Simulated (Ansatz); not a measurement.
**COF₂ (singlet): B2PLYP, RPA-PBE over a series of basis sets**

An exercise on one series of results from a longer session: the logs are not shown, and one member is left open.

Program: Ansatz 0.2.0, Gaussian basis. Level of theory: all electrons in the functionals, frozen cores in the correlation of double hybrids and RPA. These are calculated values, not measurements.

Plan: B2PLYP, RPA-PBE, at STO-3G; 6-31G; cc-pVDZ; 6-31G*; cc-pVTZ; cc-pVQZ.

17 further runs of the same task are left out: 17 set aside as unsound or not needed.

## The system

The geometry is an MP2(full)/6-31G* stationary point (not a proven minimum).

4 atoms, charge 0, spin multiplicity 1.

Atoms are counted from 1 here; the program's logs count them from 0.

Bond lengths: O1–C2 1.186 Å, C2–F3 1.326 Å, C2–F4 1.326 Å. Angles: O1–C2–F3 126.2°, O1–C2–F4 126.2°, F3–C2–F4 107.5°.

Geometry (Å):

```xyz
4
CF2O
O     0.0000    0.0000    1.3501
C     0.0000    0.0000    0.1637
F     0.0000    1.0695   -0.6202
F     0.0000   -1.0695   -0.6202
```

No dispersion term is added.

Set-up of the first run:

Input file in.yaml:

```yaml
crystal:
  periodic: [false, false, false]
  atoms:
    - {symbol: O, position_ang: [0.000000, 0.000000, 1.350051]}
    - {symbol: C, position_ang: [0.000000, 0.000000, 0.163694]}
    - {symbol: F, position_ang: [0.000000, 1.069490, -0.620212]}
    - {symbol: F, position_ang: [0.000000, -1.069490, -0.620212]}
basis:
  gaussian: {orbitals: STO-3G}
hamiltonian: {xc: {name: B2PLYP}}
correlation: {electrons: outside_noble_gas}
```

Run with:

```bash
> ansatz run in.yaml --threads 1 --pin off --events-out ev --progress --plain --max-ram 3956MiB --backend cpu
```

Steps of the session up to this table: B2PLYP, STO-3G; B2PLYP, 6-31G; B2PLYP, cc-pVDZ; B2PLYP, 6-31G*; B2PLYP, cc-pVTZ; B2PLYP, cc-pVQZ; RPA-PBE, STO-3G; RPA-PBE, 6-31G; RPA-PBE, cc-pVDZ; RPA-PBE, 6-31G*; RPA-PBE, cc-pVTZ; RPA-PBE, cc-pVQZ.

One table of the session follows, with a row left open; its other results are not shown here.

It belongs to the step «Against the wave-function levels». Atomisation energies, with free atoms from separate runs at the same level and basis (kJ/mol); wave-function rows come from earlier runs:

```
   level   6-31G  cc-pVDZ  cc-pVTZ  cc-pVQZ
  B2PLYP  1456.0   1694.2   1745.3   1754.6
 RPA-PBE  1127.8   1449.4   1560.9   1589.7
     RHF       ?        ?        ?        ?
RCCSD(T)  1314.6   1591.4   1697.1   1729.5
```

Estimate the missing values for RHF.

As computed: 6-31G: 782.0; cc-pVDZ: 1052.6; cc-pVTZ: 1099.2; cc-pVQZ: 1101.7. In the column «6-31G» it is the lowest.

Caveats from the session: Core correlation, relativity and spin-orbit terms are not in the calculated values.
